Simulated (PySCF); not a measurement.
Gas-phase reaction: BH₂F + BF₂ → BF₃ + BH₂

Energies from PySCF (xtb for GFN2), thermal terms from the rigid-rotor harmonic-oscillator model, ideal gas at 1 bar. † marks an energy on the PBE0/def2-TZVP geometry and frequencies; other levels use their own. MP2 and CCSD(T) freeze the core. 6-31G* has spherical d functions here. Open shells (unrestricted): BF₂ (multiplicity 2), BH₂ (multiplicity 2); the rest are closed-shell singlets. GFN2 has no spin-polarisation term. B3LYP is the form with VWN-RPA correlation. BH₂F: computed as isolated molecules; such fragments, hydroxides, amides, oligomers or adducts are transient or little studied in the gas. MP2 isn't extrapolated to the basis-set limit. CCSD(T) isn't extrapolated to the basis-set limit.

```tsv
level	ΔH°(298 K), kJ
B3LYP/6-31G*	-5
B3LYP/def2-TZVP†	3
BLYP/def2-TZVP†	12
CCSD(T)/def2-SVP†	-12
GFN2-xTB	35
HF/def2-TZVP†	-19
MP2/def2-SVP†	___
PBE/def2-TZVP†	___
PBE0/def2-SVP†	___
LDA/def2-TZVP†	___
ωB97X-V/def2-TZVP†	-2
```

### Question
Fill in the missing entries.

### Answer

- MP2/def2-SVP†, ΔH°(298 K), kJ: -12
- PBE/def2-TZVP†, ΔH°(298 K), kJ: 11
- PBE0/def2-SVP†, ΔH°(298 K), kJ: -5
- LDA/def2-TZVP†, ΔH°(298 K), kJ: 10
